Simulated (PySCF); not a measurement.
# CHCl2F: the cost of one run

Method: DFT PBE0, Gaussian basis def2-tzvp, in PySCF 2.14.0.

### Step 1. Starting point

Bond lengths: F1–C2 1.358 Å, C2–Cl3 1.767 Å, C2–Cl4 1.767 Å, C2–H5 1.093 Å. Angles: F1–C2–Cl3 109.5°, F1–C2–Cl4 109.5°, F1–C2–H5 108.5°, Cl3–C2–Cl4 111.2°, Cl3–C2–H5 109.1°, Cl4–C2–H5 109.1°.

Structure file:

```xyz
5

F    -0.0318    1.1935   -0.7240
C    -0.0069    0.0943    0.0736
Cl    1.5035   -0.7860   -0.1841
Cl   -1.4080   -0.9223   -0.2811
H    -0.0569    0.4205    1.1157
```

### Step 2. Relaxing the atoms: CHCl2F

Input file run.py:

```python
import json
from pyscf import gto, scf, dft

res = {}
mol = gto.M(atom='''
F     -0.031770     1.193480    -0.723980
C     -0.006870     0.094340     0.073550
Cl     1.503480    -0.786000    -0.184110
Cl    -1.407980    -0.922340    -0.281110
H     -0.056860     0.420520     1.115660
''', basis='def2-tzvp', charge=0, spin=0, verbose=4, max_memory=12800)
mf = dft.RKS(mol, xc='pbe0')
mf.conv_tol = 1e-9
mf.grids.level = 4
from pyscf.geomopt.geometric_solver import optimize
mol = optimize(mf, maxsteps=80, convergence_energy=1e-6, convergence_grms=1e-4, convergence_gmax=2e-4)
mf = mf.reset(mol)
mf.kernel()
res['energy'] = float(mf.e_tot)
res['converged'] = bool(mf.converged)
res['coordinates'] = mol.atom_coords(unit='Ang').tolist()
for i in range(mol.natm): print(mol.atom_symbol(i), '%12.6f %12.6f %12.6f' % tuple(res['coordinates'][i]))
json.dump(res, open('results.json', 'w'))
```

The run is started by

```console
> python run.py
```

Q: Estimate wall time and peak memory on 4 threads of Intel Xeon Platinum 8375C at 2.90GHz (Ice Lake), shared host.

About 57 s, with a peak of 1.6 GiB.
